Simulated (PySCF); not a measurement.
# NaH+: from the state search to spectroscopic constants

One table from this session's results is given with a row withheld; the runs are named, their logs left out.

Method: Na pcseg-2, H pcseg-2, no relativity; program: PySCF 2.14.0.

Set-up of the first run:

The job is set up so:

```yaml
atoms: Na, H
charge: 1
basis: Na pcseg-2, H pcseg-2
Hamiltonian: no relativity
basis_functions: 33
electrons_treated: 11
masses_in_u: 22.9898, 1.0078
levels: PBE0, PBE, r²SCAN, BLYP, PBEsol, BP86, LC-ωPBE, HF, MP2, SCS-MP2, CCSD, CCSD(T)
grid: 80 radial by 434 angular points
occupations: held fixed by the projection of orbital angular momentum
dissociation_limit: Na+ + H, each in its ground configuration
starting_distance_in_angstrom: 1.995
values_of_2S_to_try: 1, 3
```

Started as:

```console
$ OMP_NUM_THREADS=1 python dia.py task.json out
```

Among the steps run: The job; The PBE0 curve of the state that the search chose; PBE; r²SCAN (meta-GGA); BLYP (GGA); PBEsol; BP86; LC-ωPBE (range-separated hybrid); UHF (mean field); Correlated methods on the Hartree–Fock reference.

One of the session's tables, all rows but one given; the rest of the session is left out.

Energy (eV) from each level's lowest point:

```
R (Å)    UHF  UHF-MP2  UHF-SCS-MP2  UHF-CCSD  UHF-CCSD(T)
2.226  0.049    0.041        0.042       n/a          n/a
2.329  0.023    0.017        0.017     0.016        0.016
2.433      ?        ?            ?         ?            ?
2.510  0.002    0.000        0.001     0.000        0.000
2.588  0.000    0.000        0.000     0.000        0.000
2.666  0.000    0.002        0.002     0.002        0.002
2.769  0.003    0.007        0.007     0.007        0.008
2.899  0.009    0.015        0.015     0.016        0.016
3.054  0.017    0.026        0.025     0.026        0.027
3.261  0.027    0.037        0.037       n/a          n/a
```

**Question.** Estimate the row for R (Å) = 2.433.

Worked estimate for «UHF». A straight line through the neighbours (2.329, 0.023) and (2.510, 0.002) gives 0.023 + (0.002 − 0.023) × (2.433 − 2.329) / (2.510 − 2.329) = 0.011; a parabola fitted to 4 rows on both sides gives 0.007.

The run gave: UHF: 0.008; UHF-MP2: 0.004; UHF-SCS-MP2: 0.004; UHF-CCSD: 0.004; UHF-CCSD(T): 0.004. In «UHF» the line misses by +0.003 and the parabola by -0.001.

To keep in mind: The bond is weak, and basis-set superposition, which was not computed, may be a sizeable part of it.
